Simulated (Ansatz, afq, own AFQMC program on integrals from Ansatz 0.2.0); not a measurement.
Integrals from Ansatz 0.2.0, then the random walk in our own AFQMC program (afq).

```yaml
crystal:
  periodic: [false, false, false]
  atoms:
    - {symbol: S, position_ang: [0.000000, 0.000000, 0.000000]}
basis:
  gaussian: {orbitals: cc-pVDZ}
magnetization: {spin_polarized: false}
correlation: {method: ccsd_t, electrons: outside_noble_gas, hamiltonian_folder: ham}
```

```sh
$ ansatz run in.yaml --threads 1 --pin off --events-out ev --progress --plain --max-ram 1382MiB
```

Options of the walk:

```
--method phaseless --trial cisd --walkers 80 --populations 1 --least-time 40 --time-step 0.01 --steps-per-block 10 --equilibration-blocks 100 --max-blocks 600 --target-error 0.00058 --factor-cut 1e-05 --seed 2615 --release-times 0.2,0.4 --release-step 0.05 --release-every 10 --taylor-order 6
```

Times are imaginary, in 1/Eh. The walk had a cap of 88 s.

Output of the walk:

```
orbitals 13  electrons 3 3  factors 69 of 103
reference energy -397.41312173 Eh
CCSD correlation -0.12929629 Eh in 11 cycles, weight of the determinant in the CISD state 0.8157
energy of the start -397.542418 Eh
 block  time / (1/Eh)  mean weight  energy / Eh
     1     0.100  1.0000  -397.541758
     2     0.200  0.9979  -397.541438
     3     0.300  1.0000  -397.541499
     4     0.400  0.9975  -397.541600
     5     0.500  1.0004  -397.541497
     7     0.700  1.0008  -397.541904
     9     0.900  0.9967  -397.542276
    13     1.300  1.0020  -397.543008
    37     3.700  0.9997  -397.543931
    61     6.100  0.9993  -397.545995
    85     8.500  1.0008  -397.544680
   109    10.900  0.9993  -397.547957
   133    13.300  1.0017  -397.552067
   157    15.700  0.9991  -397.551162
   181    18.100  1.0042  -397.558311
   205    20.500  1.0018  -397.549212
   229    22.900  0.9981  -397.552201
   253    25.300  1.0011  -397.554476
   277    27.700  1.0001  -397.554326
   301    30.100  1.0027  -397.554259
   325    32.500  0.9895  -397.548078
   349    34.900  0.9994  -397.551077
   373    37.300  1.0003  -397.550202
   397    39.700  1.0033  -397.548161
   421    42.100  0.9992  -397.551932
   445    44.500  1.0006  -397.555106
   469    46.900  1.0003  -397.558928
   493    49.300  0.9985  -397.545214
blocks merged  error / Eh  count
     1  0.000157  400
     2  0.000205  200
     4  0.000260  100
     8  0.000326  50
    16  0.000336  25
    32  0.000218  12
released: time / (1/Eh)  energy / Eh  error  mean overlap
  0.20  -397.551211  0.000516  1.0021
  0.40  -397.551202  0.000600  1.0043
energy -397.551301 +/- 0.000336 Eh
(rows thinned)
```

The run passed its tests (sampling time, drift between the halves within three errors, error under three times the target), which doesn't prove that it has relaxed.

Against this walk (error 9.1 meV) on the same determinant: CCSD(T) 99.8 meV higher, CCSDT(Q) 12.0 meV lower (within the noise), CCSDTQ 18.1 meV lower (within the noise), full CI 18.6 meV lower, a separate phaseless walk with a CISD trial and standard settings 14.0 ± 12.1 meV higher (within the noise). The error is statistical and leaves out the bias of the constraint. Released to 0.40 1/Eh the energy moves by 3 ± 19 meV (both errors), within twice the noise. The determinant is a poor start (see the cautions), so the low cluster orders aren't to be relied on, and full CI is the sure value.

Cautions: constraint bias not in the error; another spin lies lower (by 1.33 eV); restricted determinant unstable towards unrestricted (UHF 1.75 eV lower, ⟨S²⟩ 1.02); strong correlation (T1 0.009, weight of the determinant 0.82, largest double 0.28); the determinant fills the p orbitals unequally in pairs, so it mixes two states of the atom (¹D and ¹S), and each level undoes that mixture to a different degree, while full CI gives the lower state; CCSDTQ on the UHF determinant differs (1.33 eV lower), perhaps since the unrestricted series falls towards higher spin; the bias of populations of 80 walkers isn't removed; the time-step error isn't removed.

The walk took 8.5 s on 1 thread of Arm Neoverse V2, on a shared host. The log's last line is the phaseless energy.

CCSDT and higher add their correlation energy to the determinant of the CCSD(T) run, since their own runs factorise the integrals more tightly (a shift of under 2 meV).
